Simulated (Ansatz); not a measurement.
# CH3Mg− (SMILES [CH2-][MgH]): functionals against CCSD(T) at one geometry

The task here is to estimate one member of a computed series from the others.

Computed with Ansatz 0.2.0, Gaussian basis. Level: single points in def2-TZVPPD.

Cores are frozen in the correlated methods. The outer core shell of Li, Na, Mg and K is correlated.

## Where the work starts

SMILES `[CH2-][MgH]`, 5 atoms, charge -1, spin multiplicity 1.

Atoms are counted from 1 here; the program's logs count them from 0.

Bond lengths: C1–Mg2 2.165 Å, C1–H3 1.259 Å, C1–H4 1.029 Å, Mg2–H5 2.186 Å. Angles: Mg2–C1–H3 106.5°, Mg2–C1–H4 125.7°, H3–C1–H4 83.6°, C1–Mg2–H5 137.7°.

Geometry (Å):

```xyz
5
CH3Mg
C    -0.2190   -0.9808   -0.0870
Mg    0.4185    1.0711    0.1822
H    -1.1964   -1.1566    0.6869
H     0.1675   -1.7987    0.4026
H     0.7250    2.8440   -1.0588
```

The first run:

run/in.yaml reads:

```yaml
crystal:
  periodic: [false, false, false]
  atoms:
    - {symbol: C, position_ang: [-0.219000, -0.980800, -0.087000]}
    - {symbol: Mg, position_ang: [0.418500, 1.071100, 0.182200]}
    - {symbol: H, position_ang: [-1.196400, -1.156600, 0.686900]}
    - {symbol: H, position_ang: [0.167500, -1.798700, 0.402600]}
    - {symbol: H, position_ang: [0.725000, 2.844000, -1.058800]}
basis:
  gaussian: {orbitals: "def2-TZVPPD.json"}
total_charge: -1
correlation: {method: ccsd_t}
output: {forces: true}
```

The basis file named in the input lies beside it (Basis Set Exchange, JSON).

The command line of these runs was not kept.

Steps of the session up to this table: CCSD(T)/def2-TZVPPD; PBE0-D4/def2-TZVPPD; wB97M-V/def2-TZVPPD; r2SCAN-D4/def2-TZVPPD; PBE-D4/def2-TZVPPD; wB97X-V/def2-TZVPPD; B97M-V/def2-TZVPPD.

One of the session's tables, all rows but one given; the rest of the session is left out.

```
   method  RMS force component (eV/Å)  angle to CCSD(T) forces (°)
  CCSD(T)                       1.591                    reference
  PBE0-D4                       1.621                          3.9
  wB97M-V                           ?                            ?
r2SCAN-D4                       1.594                          3.2
   PBE-D4                       1.591                          5.6
  wB97X-V                       1.665                          4.7
   B97M-V                       1.574                          2.4
```

Estimate the missing values for wB97M-V.

As computed: RMS force component (eV/Å): 1.613; angle to CCSD(T) forces (°): 4.9. In the column «RMS force component (eV/Å)» it lies between r2SCAN-D4 (1.594) and PBE0-D4 (1.621).

Limits of these values: The anion's highest level is positive in at least one run, so there the basis alone may hold the extra electron.
